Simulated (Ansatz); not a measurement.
# SiO2 (SMILES O=[Si]=O): levels of theory compared

Wanted: a comparison of 6 runs (UHF/STO-3G, B3LYP/STO-3G, HSE06/STO-3G, r2SCAN0/STO-3G, CCSD/STO-3G, UCCSD(T)/STO-3G) of SiO2. 

Program for the calculation: Ansatz 0.2.0.

35 further runs of the same task are left out: 5 that didn't finish, 30 set aside as unsound or not needed.

## 1. The molecule

The species is SiO2 (3 atoms), meant as a singlet with charge 0. SMILES: `O=[Si]=O`. The Si2–O1 distance was set to 2.259 Å, away from the relaxed value.

Bond lengths: Si2–O3 1.506 Å. A long bond or contact: O1–Si2 2.259 Å.

## 2. A single-point energy at UHF/STO-3G (run 1)

molecule.yaml reads:

```yaml
basis:
  gaussian: {orbitals: STO-3G}
crystal:
  periodic: [false, false, false]
  atoms:
    - {symbol: O, position_ang: [1.046592, 1.844386, 0.778134]}
    - {symbol: Si, position_ang: [-0.000010, 0.000000, -0.000000]}
    - {symbol: O, position_ang: [-0.697730, -1.229610, -0.518760]}
magnetization: {spin_polarized: true}
hamiltonian: {xc: hf}
accuracy: high
```

Run with:

```
$ ansatz run molecule.yaml --threads 1 --pin off --max-ram 3480MiB --events-out events.jsonl --progress --plain --runs-dir runs
```

Output:

```text
Warning: RAYON_NUM_THREADS=1 ignored (pool sized by the plan → 1); use --threads N
[... 34 lines left out ...]
Total energy: -11786.27372393 eV, -433.1375703312 hartree
```

Run time: 2.8 s. Hardware: 1 thread of Arm Neoverse V2, shared host.

## 3. The energy at B3LYP/STO-3G (run 2)

input.yaml reads:

```yaml
crystal:
  periodic: [false, false, false]
  atoms:
    - {symbol: O, position_ang: [1.046592, 1.844386, 0.778134]}
    - {symbol: Si, position_ang: [-0.000010, 0.000000, -0.000000]}
    - {symbol: O, position_ang: [-0.697730, -1.229610, -0.518760]}
basis:
  gaussian:
    orbitals: STO-3G
total_charge: 0
magnetization:
  spin_polarized: false
  initial_magnetization: 0
hamiltonian:
  xc: {name: B3LYP}
accuracy: high
```

Run with:

```
$ ansatz run input.yaml --threads 1 --pin off --max-ram 3480MiB --events-out events.jsonl --progress --plain --runs-dir runs
```

Output:

```text
Warning: RAYON_NUM_THREADS=1 ignored (pool sized by the plan → 1); use --threads N
Functional definition: B3LYP
  name "B3LYP"
  parameter a0 = 0.2
  parameter ax = 0.72
  parameter ac = 0.81
  exchange = (1 - a0 - ax)*slater_x + ax*b88_x + a0*exact_x
  correlation = (1 - ac)*vwn_rpa_c + ac*lyp_c
315 factors; integrals over basis functions are off by at most 2.4e-8 eV
mean field evaluation 1: about -11804.5097 eV, gradient 5.3e1 eV
mean field evaluation 2: about -11632.9096 eV, gradient 9.3e1 eV
mean field evaluation 4: about -11777.5327 eV, gradient 9.0e1 eV
mean field evaluation 8: about -11817.0154 eV, gradient 1.6e-2 eV
mean field evaluation 16: about -11817.0029 eV, gradient 3.9e-8 eV
mean field -11817.00287582 eV, -434.2668458342 hartree, gradient 3.9e-8 eV, S^2 0.000000; 0 other end points of the search recorded, 0 dependent functions left out
reference -11817.00289669 eV, -434.2668466011 hartree; 15, 15 occupied and 4, 4 virtual orbitals, 315 factors
Total energy: -11817.00289669 eV, -434.2668466011 hartree
```

It took 0.8 s on 1 thread of Arm Neoverse V2, shared host.

## 4. A single-point energy at HSE06/STO-3G (run 3)

run.yaml reads:

```yaml
crystal:
  periodic: [false, false, false]
  atoms:
    - {symbol: O, position_ang: [1.046592, 1.844386, 0.778134]}
    - {symbol: Si, position_ang: [-0.000010, 0.000000, -0.000000]}
    - {symbol: O, position_ang: [-0.697730, -1.229610, -0.518760]}
basis:
  gaussian: {orbitals: STO-3G}
hamiltonian: {xc: hse06}
accuracy: high
```

Run with:

```
$ ansatz run run.yaml --threads 1 --pin off --max-ram 3480MiB --events-out events.jsonl --progress --plain --runs-dir runs
```

Output:

```text
Warning: RAYON_NUM_THREADS=1 ignored (pool sized by the plan → 1); use --threads N
Functional definition: HSE06
  name "HSE06"
  parameter a = 0.25
  parameter omega = 0.11/bohr
  exchange = pbe_x - a*pbe_x_sr(omega) + a*exact_x_sr(omega)
  correlation = pbe_c
315 factors; integrals over basis functions are off by at most 2.4e-8 eV
51 factors; integrals over basis functions are off by at most 5.0e-10 eV
mean field evaluation 1: about -11797.6759 eV, gradient 5.1e1 eV
mean field evaluation 2: about -11625.7327 eV, gradient 9.0e1 eV
mean field evaluation 4: about -11767.6632 eV, gradient 9.2e1 eV
mean field evaluation 8: about -11809.7380 eV, gradient 2.6e-2 eV
mean field evaluation 16: about -11809.7309 eV, gradient 3.7e-8 eV
mean field -11809.73090453 eV, -433.9996058183 hartree, gradient 3.7e-8 eV, S^2 0.000000; 0 other end points of the search recorded, 0 dependent functions left out
reference -11809.73090580 eV, -433.9996058650 hartree; 15, 15 occupied and 4, 4 virtual orbitals, 315 factors
Total energy: -11809.73090580 eV, -433.9996058650 hartree
```

It took 0.94 s on 1 thread of Arm Neoverse V2, shared host.

Runs 4 to 5 aren't shown in full; the table further down has their settings and results.

## 5. A single-point energy at UCCSD(T)/STO-3G (run 6)

job.yaml reads:

```yaml
crystal:
  periodic: [false, false, false]
  atoms:
    - {symbol: O, position_ang: [1.046592, 1.844386, 0.778134]}
    - {symbol: Si, position_ang: [-0.000010, 0.000000, -0.000000]}
    - {symbol: O, position_ang: [-0.697730, -1.229610, -0.518760]}
basis:
  gaussian: {orbitals: STO-3G}
magnetization: {spin_polarized: true, initial_magnetization: 0}
correlation: {method: ccsd_t, frozen_orbitals: {O: 1, Si: 5}}
accuracy: high
scf: {omitted_lower_state_checks: [cluster_reference, increment]}
```

Run with:

```
$ ansatz run job.yaml --threads 1 --pin off --max-ram 3480MiB --events-out events.jsonl --progress --plain --runs-dir runs
```

Output:

```text
Warning: RAYON_NUM_THREADS=1 ignored (pool sized by the plan → 1); use --threads N
[... 32 lines left out ...]
7 core orbitals not correlated: weight in the atoms' cores, before any rotation towards them, 1.000 or more for the frozen orbitals, at most 0.000 for the correlated occupied ones
[... 57 lines left out ...]
Total energy: -11791.28049810 eV, -433.3215658883 hartree
Checks for a lower state left out: cluster_reference, increment
```

Wall time 3.9 s (1 thread of Arm Neoverse V2, shared host).

## 6. All runs side by side

```
run            level  frozen core orbitals  energy (Eh)  wall time
  1       UHF/STO-3G                     –  -433.137570      2.8 s
  2     B3LYP/STO-3G                     –  -434.266847      0.8 s
  3     HSE06/STO-3G                     –  -433.999606     0.94 s
  4   r2SCAN0/STO-3G                     –  -434.178493      1.8 s
  5      CCSD/STO-3G                     7  -433.248817      0.2 s
  6  UCCSD(T)/STO-3G                     7  -433.321566      3.9 s
```

## 7. What came out

| quantity | value |
| --- | --- |
| run 6: total energy | -433.32157 Eh |
| run 6: correlation energy (7 core orbitals frozen) | -184.0 mEh |
| run 6: (T) correction | -13.78 mEh |
| run 6: ⟨S²⟩ of the reference determinant | 1.359 |
| run 6: T1 diagnostic | 0.078 |

What this shows: Below the UHF energy at the same shape and in the same basis (STO-3G): CCSD -111.2 mEh; UCCSD(T) -184.0 mEh. Some of these start from another determinant than that one, so these aren't their correlation energies. Totals of different functionals can't be ranked against each other. In run 5 the T1 diagnostic is large, so a single reference may not serve. In run 5 the log says that unrestricted orbitals would lower the reference, so the values rest on an unstable closed-shell determinant (other closed-shell runs at this shape may share the fault). In runs 1, 2, 3, 4, 5, 6 the basis is minimal, so the values are rough. Spin contamination of the reference: run 1 ⟨S²⟩ = 1.36, run 6 ⟨S²⟩ = 1.36. Where it is this large, the reference is a mixture of spin states, and values that rest on it are in doubt. All runs together took 10 s, the longest 3.9 s.
